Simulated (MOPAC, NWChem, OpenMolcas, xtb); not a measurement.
A ladder of methods for BH3S (SMILES BS)

BH3S: 5 atoms, total charge 0, spin state singlet. As SMILES, `BS`. Geometry: relaxed at PBE0-D4/def2-TZVP.

```
atom    x (Å)    y (Å)    z (Å)
   B  -0.3921  -0.4210   0.0881
   S   0.1617   1.2369  -0.1543
   H  -1.5629  -0.5564   0.2642
   H   0.3671  -1.3376   0.0742
   H   1.4761   1.0044  -0.3136
```

Each level gives the dipole moment (D). The values are calculated.

```
       level            kind     program  value (D)
         PM3  semi-empirical       MOPAC       1.44
         PM6  semi-empirical       MOPAC       1.02
         PM7  semi-empirical       MOPAC       1.26
    GFN2-xTB  semi-empirical         xtb       1.49
  UHF/STO-3G    Hartree–Fock  OpenMolcas       0.88
    HF/3-21G    Hartree–Fock      NWChem       1.44
    HF/6-31G    Hartree–Fock      NWChem       1.44
 HF/def2-SVP    Hartree–Fock      NWChem       1.01
SVWN5/STO-3G             LDA  OpenMolcas       1.54
  PBE/STO-3G             GGA  OpenMolcas       1.47
```

The values span 0.88 to 1.54 D. Magnitudes only: a small dipole may point the other way at some levels. Sets without polarisation functions give poor dipoles.
